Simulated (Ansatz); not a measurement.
System: tetradymite Bi2Se3. Method: r²SCAN in Ansatz (PAW).

Run with plane-wave cutoff 500 eV, 12×12×12 k mesh, Fermi–Dirac smearing 0.05 eV, scalar-relativistic PAW data made under PBE.

Cell (relaxed at this level):

```
CELL_PARAMETERS angstrom
     10.13994    -2.08215     0.05787
     10.13994     2.08215     0.05787
      9.69197     0.00000     3.63633
ATOMIC_POSITIONS crystal
  Bi 0.39766 0.39766 0.39766
  Bi 0.60234 0.60234 0.60234
  Se 0.00000 0.00000 0.00000
  Se 0.21781 0.21781 0.21781
  Se 0.78219 0.78219 0.78219
```

### Question
What does this level give for the band gap?

### Answer

- band gap: 0.83 eV (on the SCF k mesh)

Measured, for comparison: band gap 0.3 eV (temperature not stated, no zero-point or thermal correction; as tabulated in Park and Ryu (2016), arXiv:1610.06451).

Note: the cell comes from a level without a dispersion term, which matters for the spacing of layers, chains or molecules.

Spin–orbit coupling is not included; with these elements it can move the gap by several tenths of an eV or more.

Cost on a shared machine: about 11 core-minutes (a rough figure).

Ansatz is an electronic-structure program.
